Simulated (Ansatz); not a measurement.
# AlCl₂ (doublet): from Hartree-Fock to the top rungs at a displaced geometry (v2), cc-pVDZ

Aim: climb from Hartree-Fock through coupled cluster for AlCl₂ (doublet) at one geometry and basis, and see what each rung misses.

The runs use Ansatz 0.2.0, Gaussian basis; cc-pVDZ, core rule «outside noble gas», up to 15 orbitals frozen.

To be run: UHF; CCSD(T) on ROHF; CCSD(T) on UHF; BCCD(T) on ROHF; CISD as a restricted active space (open shells left free, so some higher excitations enter); CCSDT(Q) on ROHF; CCSDT(Q) on UHF.

29 further runs of the same task are left out: 12 for a known fault of the program, 5 that didn't finish, 12 set aside as unsound or not needed. Runs told in other sessions of the task aren't counted.

### 1 The system

The geometry is a PBE0/def2-TZVP stationary point (not a proven minimum) with its atoms shifted at random (size 0.100 Å).

3 atoms, charge 0, spin multiplicity 2.

Atoms are counted from 1 here; the program's logs count them from 0.

Bond lengths: Al1–Cl2 2.103 Å, Al1–Cl3 2.095 Å. Angles: Cl2–Al1–Cl3 118.9°.

### 2 UHF

File in.yaml:

```yaml
crystal:
  periodic: [false, false, false]
  atoms:
    - {symbol: Al, position_ang: [0.091678, -0.767708, -0.005435]}
    - {symbol: Cl, position_ang: [-0.073196, 0.308344, -1.805180]}
    - {symbol: Cl, position_ang: [0.003424, 0.275921, 1.809316]}
basis:
  gaussian: {orbitals: cc-pVDZ}
magnetization: {spin_polarized: true, initial_magnetization: 1}
hamiltonian: {xc: hf}
output: {orbitals: {seedname: orbitals}}
```

Command:

```
$ ansatz run in.yaml --threads 1 --pin off --events-out ev --progress --plain --max-ram 2393MiB
```

After this run come: CCSD(T) on ROHF; CCSD(T) on UHF; BCCD(T) on ROHF; CISD as a restricted active space (open shells left free, so some higher excitations enter); CCSDT(Q) on ROHF; CCSDT(Q) on UHF.

**Question.** What will the summary of the whole plan be? Wanted: UCCSDT(Q) from the RHF energy; RMP2 from UCCSDT(Q); UMP2 from UCCSDT(Q); RCCSD from UCCSDT(Q); RCCSD(T) from UCCSDT(Q); UCCSD(T) from UCCSDT(Q); RCCSDT(Q) from UCCSDT(Q); T1 diagnostic.

The runs gave:

| quantity | value |
| --- | --- |
| UCCSDT(Q) from the ROHF energy | -9.2976 eV |
| RMP2 from UCCSDT(Q) | +966.3 meV |
| UMP2 from UCCSDT(Q) | +959.9 meV |
| RCCSD from UCCSDT(Q) | +240.2 meV |
| RCCSD(T) from UCCSDT(Q) | +41.4 meV |
| UCCSD(T) from UCCSDT(Q) | +41.0 meV |
| RCCSDT(Q) from UCCSDT(Q) | +1.8 meV |
| levels within 1 kcal/mol (43 meV) | RCCSD(T), UCCSD(T), BCCD(T), RCCSDT, UCCSDT, RCCSDT(Q) |
| T1 diagnostic | 0.016 |

What this shows: RCCSD(T) misses by +41.4 meV, 0.4 % of the correlation energy. These misses are within one basis, not against nature; the frozen cores of restricted and unrestricted runs differ, which can shift their rows.

With open shells the CI space here admits some higher excitations, so it is larger than plain CISD.
